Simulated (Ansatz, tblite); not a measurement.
**The cluster PdS₂+: one state, many levels**

An exercise on one series of results from a longer session: the logs are not shown, and one member is left open.

Program: Ansatz 0.2.0, Gaussian basis. Level of theory: as each input shows. These are calculated values, not measurements.

Plan: GFN1-xTB, GFN2-xTB, PBE-D4/def2-TZVP, r2SCAN-D4/def2-TZVP, PBE-QIDH/def2-TZVP, ωB97M-V/def2-TZVP, B3LYP-D4/def2-TZVP, HF/def2-TZVP, BHLYP-D4/def2-TZVP, PBE+5HF/def2-TZVP, PBE+10HF/def2-TZVP, PBE+15HF/def2-TZVP, PBE+35HF/def2-TZVP, PBE+50HF/def2-TZVP, PBE-D4/def2-SVP, PBE0-D4/def2-SVP, CCSD(T)/def2-TZVPP, MP2/def2-TZVP, RPA/def2-TZVP.

3 further runs of the same task are left out: 3 set aside as unsound or not needed.

**The relaxed structure**

The doublet was relaxed beforehand with PBE-D4/def2-TZVP. At that level it is the lowest of the isomers that a small search found.

3 atoms, charge 1, spin multiplicity 2.

Bond lengths: Pd1–S2 2.271 Å, Pd1–S3 2.271 Å, S2–S3 1.937 Å. Angles: S2–Pd1–S3 50.5°, Pd1–S2–S3 64.8°, Pd1–S3–S2 64.8°.

Pd takes a core potential in the def2 sets. No spin-orbit coupling is included. The ion is computed in the gas phase, without counter-ions or solvent.

PBE0-D4/def2-TZVP was run before; its log isn't repeated, and its numbers join the tables.

Set-up of the first run:

Tight binding, by tblite at 300 K electronic temperature and without a spin-polarisation term:

```python
tblite.interface.Calculator('GFN1-xTB', numbers, positions, charge=1, uhf=1).singlepoint()
```

Tight binding, by tblite at 300 K electronic temperature and without a spin-polarisation term:

```python
tblite.interface.Calculator('GFN2-xTB', numbers, positions, charge=1, uhf=1).singlepoint()
```

start.molden holds the orbitals of an earlier run on this state, given as this run's starting guess.

Input file in.yaml:

```yaml
crystal:
  periodic: [false, false, false]
  atoms:
    - {symbol: Pd, position_ang: [-1.356156, 0.181227, -0.060990]}
    - {symbol: S, position_ang: [0.806253, 0.869492, 0.033155]}
    - {symbol: S, position_ang: [0.549903, -1.050719, 0.027825]}
basis:
  gaussian: {orbitals: def2-TZVP, initial_orbitals: start.molden}
total_charge: 1
magnetization: {spin_polarized: true, initial_magnetization: 1}
hamiltonian: {xc: pbe, dispersion: d4}
scf: {omitted_lower_state_checks: [starts]}
output: {orbitals: {seedname: orbitals}}
```

Launch:

```sh
ansatz run in.yaml --threads 4 --pin off --events-out ev --progress --plain --max-ram 3916MiB
```

Steps of the session up to this table: PBE-D4/def2-TZVP; r2SCAN-D4/def2-TZVP; PBE-QIDH/def2-TZVP; ωB97M-V/def2-TZVP; B3LYP-D4/def2-TZVP; HF/def2-TZVP; BHLYP-D4/def2-TZVP; PBE+5HF/def2-TZVP; PBE+10HF/def2-TZVP; PBE+15HF/def2-TZVP; PBE+35HF/def2-TZVP; PBE+50HF/def2-TZVP; PBE-D4/def2-SVP; PBE0-D4/def2-SVP; CCSD(T)/def2-TZVPP; MP2/def2-TZVP; RPA/def2-TZVP.

One table of the session follows, with a row left open; its other results are not shown here.

It belongs to the step «Levels side by side». 

| level | HOMO (eV) | LUMO (eV) | gap (eV) |
| --- | --- | --- | --- |
| HF/def2-TZVP | -16.07 | -6.00 | 10.06 |
| PBE-D4/def2-SVP | -11.62 | -10.84 | 0.78 |
| PBE-D4/def2-TZVP | -11.47 | -10.67 | 0.80 |
| r2SCAN-D4/def2-TZVP | -11.76 | -10.63 | 1.13 |
| B3LYP-D4/def2-TZVP | -12.55 | -10.00 | 2.55 |
| PBE0-D4/def2-SVP | -13.04 | -9.99 | 3.04 |
| PBE0-D4/def2-TZVP | -12.84 | -9.79 | 3.05 |
| BHLYP-D4/def2-TZVP | -14.05 | -8.71 | 5.33 |
| ωB97M-V/def2-TZVP | -14.81 | -7.70 | 7.11 |
| PBE+5HF/def2-TZVP | -11.74 | -10.49 | 1.25 |
| PBE+10HF/def2-TZVP | -12.02 | -10.32 | 1.69 |
| PBE+15HF/def2-TZVP | ? | ? | ? |
| PBE+35HF/def2-TZVP | -13.39 | -9.43 | 3.97 |
| PBE+50HF/def2-TZVP | -14.22 | -8.82 | 5.40 |

Q: Estimate the row for PBE+15HF/def2-TZVP from the others.

The run gave: HOMO (eV): -12.29; LUMO (eV): -10.15; gap (eV): 2.14. In the column «HOMO (eV)» it lies between B3LYP-D4/def2-TZVP (-12.55) and PBE+10HF/def2-TZVP (-12.02).

Caveats from the session: Doubts: large T1 diagnostic, spin contamination. Notes on CCSD(T)/def2-TZVPP: large T1 diagnostic, spin contamination.
